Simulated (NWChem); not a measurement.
# carbonyl sulfide (COS); SMILES O=C=S

```xyz
3

O     -1.6765     0.0270     0.0223
C     -0.5204     0.0083     0.0069
S      1.0432    -0.0168    -0.0139
```
Atoms are numbered in this order, from 1.

The geometry was optimised at PBE0/def2-SVP.

 Unshifted, non-relativistic core excitations; the lowest 4 roots alone, so stronger bands may lie above.

Task: List the first C K-edge excitations from BHandHLYP/6-311G** (spherical d), restricted-window TDA (NWChem).

Result: 
```
state  energy (eV)  dipole oscillator strength           leading excitation (squared amplitude)
-----  -----------  --------------------------  -----------------------------------------------
S1           285.4                      0.0853    1s of atom 2 or its equivalents → LUMO (0.94)
S2           285.4                      0.0853  1s of atom 2 or its equivalents → LUMO+1 (0.94)
S3           290.5                      0.0058  1s of atom 2 or its equivalents → LUMO+2 (0.67)
S4           292.5                      0.0101  1s of atom 2 or its equivalents → LUMO+3 (0.67)
```
